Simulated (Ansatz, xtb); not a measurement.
Loss of H2: C2H4ClF → C2H2ClF + H2

Species: C2H4ClF `FCCCl`, singlet; C2H2ClF (1-chloro-2-fluoroethylene) `F/C=C/Cl`, singlet; H2 (hydrogen), singlet. 

Shapes, held fixed at every level: PBE0-D4/def2-TZVP. Flexible molecules stand in one conformer, not always the lowest. Programs: Ansatz 0.2.0, xtb 6.7.1. The zero-point and thermal change to 298 K, harmonic and unscaled (PBE0-D4/def2-TZVP), is -29.3 kJ/mol.

```
               level                    kind  ΔH(298 K) (kJ/mol)  less CCSD(T)/CBS estimate
            GFN2-xTB          semi-empirical              +146.2                       +8.2
 BHLYP-D4/def2-TZVPP           global hybrid              +148.0                      +10.0
  wB97X-V/def2-TZVPP  range-separated hybrid              +147.4                       +9.4
   B2PLYP/def2-TZVPP           double hybrid              +131.5                       -6.5
        MP2/def2-SVP     perturbation theory              +140.7                       +2.7
      MP2/def2-TZVPP     perturbation theory              +139.9                       +1.9
  CCSD(T)/def2-TZVPP   coupled cluster or CI              +136.0                       -2.0
     CCSD/def2-TZVPP   coupled cluster or CI              +141.8                       +3.8
CCSD(T)/CBS estimate   coupled cluster or CI              +138.0                        0.0
```

The highest level, CCSD(T)/CBS estimate, gives ΔH(298 K) = +138.0 kJ/mol; the levels span +131.5 to +148.0. The column of differences is taken from that level and isn't an error. No measured value is set beside it here. The CBS estimate extrapolates MP2 from def2-TZVPP and def2-QZVPP and adds CCSD(T) − MP2 in the triple-zeta set, cores frozen; for H2 it overshoots the exact energy by about 1 mEh.
